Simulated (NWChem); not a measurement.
System: Li2; SMILES [Li][Li]

The following NWChem deck was run.

```
start job
memory heap 200 mb stack 900 mb global 1100 mb
geometry units angstroms noautosym nocenter noautoz
  Li     0.000000     0.000000    -1.393559
  Li     0.000000     0.000000     1.393559
end
basis spherical
  Li library def2-svpd
end
dft
  xc pbe0
  iterations 150
end
tddft
  cis
  nroots 6
  notriplet
end
task tddft energy
```

The geometry was optimised at PBE0/def2-SVP.

Vertical excitations in the gas phase.

Task: What results follow from this input? (PBE0/def2-SVPD, TDA.) Quantities: basis functions; lowest excitation, singlet (eV); oscillator strength of that lowest state; lowest state with f > 0.02, singlet (eV); oscillator strength of that bright state; orbital gap (eV).

Result: 
```yaml
number_of_basis_functions: 24
lowest excitation, singlet (eV): 2.03
oscillator_strength_of_that_lowest_state: 0.641
lowest state with f > 0.02, singlet (eV): 2.03
oscillator_strength_of_that_bright_state: 0.641
orbital gap (eV): 2.39
```
